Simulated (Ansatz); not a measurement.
**CH₂− (quartet): the correlation ladder, aug-cc-pVTZ**

How much of the correlation energy of CH₂− (quartet) does each wave-function method recover here?

The runs use Ansatz 0.2.0, Gaussian basis; aug-cc-pVTZ, core rule «outside noble gas», up to 1 orbitals frozen.

Plan: UHF; CCSD(T) on ROHF; CCSD(T) on UHF; BCCD(T) on ROHF; CCSDT(Q) on ROHF; CCSDT(Q) on UHF; CASSCF and MRCISD+Q, 7 electrons in 6 orbitals; CASSCF and NEVPT2, 7 electrons in 6 orbitals.

5 further runs of the same task are left out: 5 set aside as unsound or not needed. Runs told in other sessions of the task aren't counted.

**1. What is computed**

The geometry is a PBE0/def2-TZVPD stationary point (not a proven minimum) of the parent state, kept for this charge and spin.

3 atoms, charge -1, spin multiplicity 4.

Atoms are counted from 1 here; the program's logs count them from 0.

Bond lengths: C1–H2 1.125 Å, C1–H3 1.125 Å. Angles: H2–C1–H3 101.0°.

Geometry (Å):

```xyz
3

C     0.00000   -0.10292    0.00000
H     0.00000    0.61318   -0.86792
H     0.00000    0.61318    0.86792
```

**2. UHF**

in.yaml

```yaml
crystal:
  periodic: [false, false, false]
  atoms:
    - {symbol: C, position_ang: [0.000000, -0.102916, 0.000000]}
    - {symbol: H, position_ang: [0.000000, 0.613177, -0.867919]}
    - {symbol: H, position_ang: [0.000000, 0.613177, 0.867919]}
basis:
  gaussian: {orbitals: aug-cc-pVTZ}
total_charge: -1
magnetization: {spin_polarized: true, initial_magnetization: 3}
hamiltonian: {xc: hf}
output: {orbitals: {seedname: orbitals}}
```

Command:

```
ansatz run in.yaml --threads 1 --pin off --events-out ev --progress --plain --max-ram 2816MiB --backend cpu
```

Further steps of the session: CCSD(T) on ROHF; CCSD(T) on UHF; BCCD(T) on ROHF; CCSDT(Q) on ROHF; CCSDT(Q) on UHF; CASSCF and MRCISD+Q, 7 electrons in 6 orbitals; CASSCF and NEVPT2, 7 electrons in 6 orbitals.

Before running them: what should the planned runs give, taken together? Wanted: UCCSDT(Q) from the RHF energy; RMP2 from UCCSDT(Q); UMP2 from UCCSDT(Q); RCCSD from UCCSDT(Q); RCCSD(T) from UCCSDT(Q); UCCSD(T) from UCCSDT(Q); RCCSDT(Q) from UCCSDT(Q); NEVPT2 valence from UCCSDT(Q); MRCISD+Q valence from UCCSDT(Q).

**Answer**, as computed:

| quantity | value |
| --- | --- |
| UCCSDT(Q) from the ROHF energy | -4.1791 eV |
| RMP2 from UCCSDT(Q) | +65.6 kJ/mol |
| UMP2 from UCCSDT(Q) | +65.9 kJ/mol |
| RCCSD from UCCSDT(Q) | +13.7 kJ/mol |
| RCCSD(T) from UCCSDT(Q) | +2.1 kJ/mol |
| UCCSD(T) from UCCSDT(Q) | +2.0 kJ/mol |
| RCCSDT(Q) from UCCSDT(Q) | +0.1 kJ/mol |
| NEVPT2 valence from UCCSDT(Q) | +77.2 kJ/mol |
| MRCISD+Q valence from UCCSDT(Q) | +2.1 kJ/mol |
| levels within 1 kcal/mol (43 meV) | RCCSD(T), UCCSD(T), BCCD(T), RCCSDT, UCCSDT, RCCSDT(Q), MRCISD+Q valence |
| T1 diagnostic | 0.024 |
| effectively unpaired electrons | 3.00 |

What this shows: RCCSD(T) lands +2.1 kJ/mol from the yardstick (0.5 % of the correlation energy). One determinant dominates. Of the multireference levels listed MRCISD+Q valence comes nearest in total energy (+2.1 kJ/mol), which doesn't show that its space is the better one. These misses are within one basis, not against nature; the frozen cores of restricted and unrestricted runs differ, which can shift their rows. The highest orbital lies above zero: the basis alone holds the extra electron.
